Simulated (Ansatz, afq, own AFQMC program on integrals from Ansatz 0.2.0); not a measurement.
Integrals from Ansatz 0.2.0, then the random walk in our own AFQMC program (afq).

```yaml
crystal:
  periodic: [false, false, false]
  atoms:
    - {symbol: Nb, position_ang: [0.000000, 0.000000, 0.000000]}
    - {symbol: Cl, position_ang: [0.000000, 0.000000, -2.293400]}
    - {symbol: Cl, position_ang: [0.000000, 0.000000, 2.293400]}
basis:
  gaussian: {orbitals: def2-SVP}
magnetization: {spin_polarized: true, initial_magnetization: 3}
correlation: {method: ccsd_t, electrons: outside_noble_gas, hamiltonian_folder: ham}
```

```sh
$ ansatz run in.yaml --threads 1 --pin off --events-out ev --progress --plain --max-ram 24576MiB --backend cuda --devices 0, --max-vram 18GiB
```

afq runs on the folder ham with

```
--method phaseless --trial cisd --walkers 4000 --populations 20 --least-time 60 --time-step 0.005 --steps-per-block 50 --equilibration-blocks 40 --max-blocks 4000 --target-error 0.00026 --factor-cut 1e-05 --start spin_pure --seed 6563 --release-times 0.24,0.6,1.2,1.8,2.6 --release-step 0.04 --release-every 4 --taylor-order 6
```

Times are imaginary, in 1/Eh. The walk had a cap of 195 s. With eight or more populations the least sampling time is a fifth of least-time, and the error comes from their spread. Core potentials past Kr, no spin–orbit coupling.

Output of the walk:

```
orbitals 53  electrons 11 8  factors 435 of 643
reference energy -975.21460520 Eh
CCSD correlation -0.35812768 Eh in 13 cycles, weight of the determinant in the CISD state 0.8457
energy of the start -975.572507 Eh
 block  time / (1/Eh)  mean weight  energy / Eh
     1     0.250  0.9999  -975.564085
     2     0.500  0.9998  -975.568138
     3     0.750  1.0004  -975.572451
     4     1.000  1.0002  -975.575994
     5     1.250  0.9999  -975.577910
     7     1.750  0.9999  -975.581009
     9     2.250  1.0000  -975.582842
    11     2.750  1.0002  -975.582781
    15     3.750  1.0004  -975.583819
    19     4.750  1.0001  -975.584775
    23     5.750  1.0000  -975.584411
    27     6.750  1.0000  -975.584303
    31     7.750  0.9998  -975.584336
    35     8.750  0.9998  -975.584337
    39     9.750  1.0002  -975.586365
    43    10.750  1.0000  -975.584800
    47    11.750  1.0001  -975.585461
    51    12.750  1.0000  -975.584496
    55    13.750  0.9998  -975.584381
    59    14.750  1.0004  -975.584867
    63    15.750  0.9996  -975.585177
    67    16.750  1.0000  -975.585050
    69    17.250  0.9997  -975.588622
    71    17.750  1.0001  -975.586806
    75    18.750  1.0003  -975.584581
    79    19.750  0.9999  -975.584867
    83    20.750  1.0001  -975.583506
    87    21.750  1.0001  -975.586197
    89    22.250  0.9997  -975.586605
error from the spread of 20 populations
released: time / (1/Eh)  energy / Eh  error  mean overlap
  0.24  -975.585184  0.000157  0.9940
  0.60  -975.585136  0.000183  0.9949
  1.20  -975.585242  0.000192  0.9882
  1.80  -975.585282  0.000307  0.9866
  2.60  -975.585670  0.000506  0.9765
energy -975.585141 +/- 0.000172 Eh
(rows thinned)
```

The run passed its tests (sampling time, drift between the halves within three errors, error under three times the target), which doesn't prove that it has relaxed.

Against this walk (error 4.7 meV) on the same determinant: CCSD(T) 53.8 meV higher, CCSDT(Q) 4.6 meV lower (within the noise). The error is statistical and leaves out the bias of the constraint. Released to 1.80 1/Eh the energy moves by -4 ± 10 meV (both errors), within twice the noise.

Cautions: constraint bias not in the error; no spin-orbit coupling; outer-core shells of the metal frozen; lower spins were not checked; higher spins were not checked.

The walk took 69 s on 1 × NVIDIA H100 80GB HBM3 with 2 threads of AMD EPYC 7R13 Processor (Zen 3), on a shared host (the card was shared). The log's last line is the phaseless energy.

CCSDT and higher add their correlation energy to the determinant of the CCSD(T) run, since their own runs factorise the integrals more tightly (a shift of under 2 meV). A walk keeps the symmetry of its determinant, which the program's search chose and which needn't be the lowest solution, so a lower state of the same spin and another symmetry isn't excluded.
